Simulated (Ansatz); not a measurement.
Wavefunction ladder for C$_{3}$H$_{5}$N (`CC1=CN1`)

| atom | x (Å) | y (Å) | z (Å) |
| --- | --- | --- | --- |
| C1 | 0.595 | -0.508 | -1.030 |
| C2 | 0.016 | 0.029 | 0.194 |
| C3 | -0.034 | 0.466 | 1.388 |
| N4 | -1.369 | 0.180 | 0.748 |
| H5 | 0.179 | -1.501 | -1.225 |
| H6 | 0.341 | 0.122 | -1.887 |
| H7 | 1.681 | -0.581 | -0.954 |
| H8 | 0.340 | 0.725 | 2.360 |
| H9 | -1.749 | 1.069 | 0.407 |

Total charge 0; spin multiplicity 1. All single points use the PBE0-D4/def2-TZVP geometry. Frozen core, restricted reference, the Gaussian-basis code of Ansatz. CBS rows extrapolate triple and quadruple zeta; past MP2 they add the triple-zeta difference.

```csv
basis,HF (Eh),MP2 corr.,CCSD corr.,(T),CCSD(T) total
def2-SVP,?,-0.57209,-0.60724,?,?
def2-TZVPP,?,-0.69741,-0.72180,-0.03410,?
def2-QZVPP,-170.90266,-0.74300,–,–,–
CBS(def2),-170.90377,?,-0.80115,as TZ,?
```

**Question.** Fill in the withheld values. (An estimate is asked.)

**Answer.** Computed: def2-SVP HF (Eh): -170.69754; def2-SVP (T): -0.02245; def2-SVP CCSD(T) total: -171.32723; def2-TZVPP HF (Eh): -170.89463; def2-TZVPP CCSD(T) total: -171.65053; CBS(def2) MP2 corr.: -0.77676; CBS(def2) CCSD(T) total: -171.73902.
